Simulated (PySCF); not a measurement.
## 3-pentyn-1-ol, C₅H₈O

Geometry (Å), atoms numbered from 1 in this order:
```xyz
14

C     3.218   -0.242    0.085
C     1.832    0.189   -0.014
C     0.682    0.564   -0.103
C    -0.716    0.963   -0.190
C    -1.684   -0.132    0.266
O    -3.018    0.288    0.220
H     3.396   -0.801    1.017
H     3.495   -0.896   -0.756
H     3.903    0.621    0.078
H    -0.955    1.245   -1.232
H    -0.899    1.863    0.420
H    -1.508   -1.048   -0.332
H    -1.467   -0.393    1.313
H    -3.258    0.426   -0.702
```

Computed, not measured: TDDFT CAM-B3LYP/def2-TZVPD excited states, vertical, gas phase in PySCF. Geometry: PBE0-D3(BJ)/def2-SVP.

Question: How strongly do the lowest singlets absorb one photon, and two photons of half the energy?

Answer: δ for parallel linear polarisation; σ at the peak of a Lorentzian of half width 0.1 eV, single beam; Ω is circular over linear.
```tsv
state	E (eV)	f	photon λ (nm)	δ (au)	σ (GM)	Ω	main
S1	6.40	0.001	388	1.18	0.02	1.01	HOMO−1→LUMO+5 0.30, HOMO−1→LUMO 0.25
S2	6.47	0.007	383	27.1	0.41	0.05	HOMO→LUMO 0.64, HOMO→LUMO+1 0.10
S3	6.53	0.006	379	0.94	0.01	1.42	HOMO−1→LUMO+1 0.30, HOMO−1→LUMO 0.29
S4	6.69	0.007	371	7.12	0.12	1.49	HOMO→LUMO+1 0.33, HOMO→LUMO+5 0.18
S5	6.71	0.003	369	3.2	0.05	1.07	HOMO→LUMO+6 0.34, HOMO−1→LUMO+5 0.14
S6	6.80	0.009	365	17.6	0.30	1.10	HOMO−2→LUMO 0.29, HOMO→LUMO+1 0.18
```

Among these, the strongest one-photon state is S6, the strongest two-photon state S2, with a dipole change of 1.5 D (relaxed, norm of the difference vector).
